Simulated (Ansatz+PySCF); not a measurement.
Results of a calculation; reference values are marked as such.
## Ansatz (development build ahead of 0.2.0) run

```yaml
crystal:
  periodic: [false, false, false]
  atoms:
    - { symbol: H, position_ang: [0.0, 0.0, -3.64141] }
    - { symbol: Cl, position_ang: [0.0, 0.0, 0.2142] }
basis:
  gaussian: { orbitals: cc-pVDZ }
magnetization:
  spin_polarized: true
hamiltonian:
  xc: pbe
scf:
  omitted_lower_state_checks: [starts, atomic_configurations, cluster_reference, orbital_swaps, given_window_search, neighbouring_geometries, increment]
```

The input is written out in the form of the current development build from the run's settings.

Output:

```json
{
  "Converged": "yes",
  "Total energy": "-460.44941 hartree",
  "Stability test": "minimum"
}
```

Caution: charge can spread falsely over distant fragments; the unrestricted determinant is spin contaminated.
